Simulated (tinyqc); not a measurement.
Worked calculation: ROHF in the sto-3g basis, for OH+, spin multiplicity 3. This run ends on a higher stationary point, not on the lowest solution. Computed by tinyqc, a small Python program that keeps every step (integrals from PySCF). Settings: charge = 1, multiplicity = 3, basis = sto-3g, energy threshold = 1e-09, iteration cap = 54, orthogonalisation = symmetric, start = highest core orbitals, DIIS depth = 3, method = ROHF. Command: `OMP_NUM_THREADS=1 python tinyqc.py 20045 20046 out.jsonl` (the two numbers bound the seeds that draw the settings). One thread of a shared host (Intel(R) Xeon(R) Processor @ 2.60GHz), about 0.08 s of CPU time with the checks.

Geometry (angstrom):
```
atom       x       y       z
O     0.0000  0.0000  0.0000
H     0.0000  0.0000  1.2250
```

Stop when the energy changes by less than 1e-09 hartree and every element of the error matrix X^T (F D S - S D F) X is below 9e-06.

Course of the cycle:
```
iteration  E (hartree)     change  largest element of the error matrix
1           -28.526725          -                             1.31e-01
2           -73.720148  -4.52e+01                             2.48e-01
3           -73.769865  -4.97e-02                             2.23e-01
4           -73.808874  -3.90e-02                             1.92e-01
5           -73.900679  -9.18e-02                             6.30e-02
6           -73.903684  -3.01e-03                             5.06e-03
7           -73.903750  -6.56e-05                             9.23e-04
8           -73.903751  -1.34e-06                             1.96e-04
9           -73.903751  -1.78e-07                             7.54e-05
10          -73.903751  -1.64e-08                             2.91e-06
11          -73.903751  -6.85e-12                             1.43e-07
```

Can the last value be used, and what does the course show?

No, though the log alone does not show it. Converged in 11 iterations. But the solution lies 0.12854 hartree above the reference: it is another stationary point, not the lowest one. Reruns (cap 100 unless said): DIIS 8: converged in 15 to a higher stationary point; atomic densities as start, DIIS 8: converged in 7. PySCF ROHF in the same basis = -74.032291 hartree.
